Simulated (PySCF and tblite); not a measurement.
2,2,2-trifluoroethanol, C₂H₃F₃O, numbered as in [OH:1][CH2:2][C:3]([F:4])([F:5])[F:6].

Level: CAM-B3LYP-D3(BJ)/def2-TZVP//PBE0-D3(BJ)/def2-SVP, thermal terms from GFN2-xTB, symmetry numbers and mirror pairs counted. Conformers within 3 kcal/mol (GFN2-xTB free energy) were kept, 8 at most. GIAO shieldings: B97-2/pcSseg-2. Shifts are against TMS (¹H), TMS (¹³C), CFCl3 (¹⁹F) at the same level. Programs: PySCF with density fitting and tblite.

Torsions listed: H1–O1–C2–C3. Of a mirror pair one member is shown.

```csv
conformer,shape,weight %,dipole D
1,-61°,97.9,1.67
2,180°,2.1,3.43
```

(1) How do the computed shifts compare with measured ones?

Answers

(1) 
```tsv
nucleus	signal	leading conformer	average	measured	medium
¹⁹F	F4/F5/F6	-92.1	-92.0	-77.8	not stated
¹⁹F	F4/F5/F6	-92.1	-92.0	-78	not stated
```

Measured values: G. Saielli, R. Bini, A. Bagno, Computational 19F NMR. 2. Organic compounds, RSC Adv. 2014, ESI (exp. from Berger-Braun-Kalinowski 1994 and Everett 1995); Wikipedia, Fluorine-19 nuclear magnetic resonance spectroscopy.  The computed shifts are unscaled and lack vibrational corrections.
